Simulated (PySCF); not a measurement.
# C6H12: the cost of one run

Method: levels as typed in each script, gas phase, geometry from GFN2-xTB; program: PySCF 2.14.0.

**1. The system as given**

18 atoms, charge 0, spin multiplicity 1.

Bond lengths: C1–C2 1.526 Å, C1–C6 1.526 Å, C1–H7 1.093 Å, C1–H8 1.092 Å, C2–C3 1.526 Å, C2–H9 1.092 Å, C2–H10 1.093 Å, C3–C4 1.526 Å, C3–H11 1.093 Å, C3–H12 1.092 Å, C4–C5 1.526 Å, C4–H13 1.092 Å, C4–H14 1.093 Å, C5–C6 1.526 Å, C5–H15 1.092 Å, C5–H16 1.093 Å, C6–H17 1.093 Å, C6–H18 1.092 Å. Angles: C2–C1–C6 110.5°, C2–C1–H7 109.3°, C2–C1–H8 109.9°, C6–C1–H7 109.3°, C6–C1–H8 109.9°, H7–C1–H8 107.8°, C1–C2–C3 110.5°, C1–C2–H9 109.9°, C1–C2–H10 109.3°, C3–C2–H9 109.9°, C3–C2–H10 109.3°, H9–C2–H10 107.8°, C2–C3–C4 110.5°, C2–C3–H11 109.3°, C2–C3–H12 109.9°, C4–C3–H11 109.3°, C4–C3–H12 109.9°, H11–C3–H12 107.8° and more.

As a file:

| atom | x (Å) | y (Å) | z (Å) |
| --- | --- | --- | --- |
| C1 | -1.4131 | -0.3130 | 0.2416 |
| C2 | -0.4355 | -1.3803 | -0.2416 |
| C3 | 0.9776 | -1.0672 | 0.2416 |
| C4 | 1.4131 | 0.3130 | -0.2416 |
| C5 | 0.4355 | 1.3803 | 0.2416 |
| C6 | -0.9776 | 1.0673 | -0.2416 |
| H7 | -1.4449 | -0.3201 | 1.3338 |
| H8 | -2.4181 | -0.5357 | -0.1236 |
| H9 | -0.7452 | -2.3620 | 0.1236 |
| H10 | -0.4453 | -1.4114 | -1.3338 |
| H11 | 0.9997 | -1.0913 | 1.3338 |
| H12 | 1.6730 | -1.8263 | -0.1236 |
| H13 | 2.4182 | 0.5356 | 0.1236 |
| H14 | 1.4449 | 0.3200 | -1.3338 |
| H15 | 0.7451 | 2.3620 | -0.1236 |
| H16 | 0.4452 | 1.4114 | 1.3338 |
| H17 | -0.9996 | 1.0913 | -1.3338 |
| H18 | -1.6729 | 1.8264 | 0.1236 |

**2. Ring currents (B3LYP/def2-svp)**

Contents of input.py:

```python
import numpy as np
from pyscf import gto, scf, dft
from pyscf.prop import nmr
from pyscf.data import nist

def solve(mol, dm0=None, hcore=None):
    mf = (dft.UKS if mol.spin else dft.RKS)(mol, xc='b3lyp')
    mf.grids.level = 3
    mf.conv_tol, mf.max_cycle = 1e-8, 80
    if hcore is not None:
        mf.get_hcore = lambda *args: hcore
    mf.kernel(dm0)
    if not mf.converged:
        mf = mf.newton().run(mf.mo_coeff, mf.mo_occ, max_cycle=30)
    assert mf.converged, 'SCF not converged'
    return mf

mol = gto.M(atom='''
C     -1.41307    -0.31302     0.24161
C     -0.43546    -1.38026    -0.24161
C      0.97762    -1.06724     0.24161
C      1.41307     0.31301    -0.24161
C      0.43545     1.38026     0.24161
C     -0.97761     1.06725    -0.24161
H     -1.44489    -0.32010     1.33381
H     -2.41814    -0.53571    -0.12360
H     -0.74522    -2.36199     0.12360
H     -0.44529    -1.41135    -1.33381
H      0.99966    -1.09126     1.33381
H      1.67300    -1.82632    -0.12360
H      2.41816     0.53561     0.12360
H      1.44491     0.32004    -1.33381
H      0.74514     2.36202    -0.12360
H      0.44523     1.41137     1.33381
H     -0.99961     1.09131    -1.33381
H     -1.67294     1.82638     0.12360
''', basis='def2-svp', charge=0, spin=0, verbose=4)
mf = solve(mol)
vxc = nmr.rks.get_vxc_giao  # smaller grid blocks
nmr.rks.get_vxc_giao = lambda *a, **k: vxc(*a, **{**k, 'max_memory': 300})
calc = nmr.RKS(mf)
calc.cphf = True
nuclei = calc.kernel()
mo1 = calc.mo10
# ring centres and points 1 angstrom above and below them
points = np.array([
    [0.0000, 0.0000, 0.0000],
    [0.0000, 0.0000, 1.0000],
    [0.0000, 0.0000, -1.0000],
]) / nist.BOHR
mol.atom_coord = lambda i, unit='Bohr': points[i]
idx = range(len(points))
sigma = (calc.dia(shielding_nuc=idx) + calc.para(mo10=mo1, shielding_nuc=idx)[0]) * nist.ALPHA**2 * 1e6
for p, t in zip(points, sigma):
    print('NICS at %8.4f %8.4f %8.4f  %8.2f ppm' % (*(p * nist.BOHR), -t.trace() / 3))
occ = mf.mo_coeff[:, mf.mo_occ > 0]
dm1 = np.array([mf.mo_coeff @ (2 * x) @ occ.T for x in mo1])
np.savez('result.npz', sigma=sigma, nuclei=nuclei, dm0=mf.make_rdm1(), dm1=dm1, e=mf.e_tot, eps=mf.mo_energy, occ=mf.mo_occ)
```

Run with:

```
> OMP_NUM_THREADS=1 python input.py
```

Q: Estimate wall time and peak memory on 1 thread of Intel Xeon Platinum 8375C at 2.90GHz (Ice Lake), shared host.

About 83 s, with a peak of 1.1 GiB.
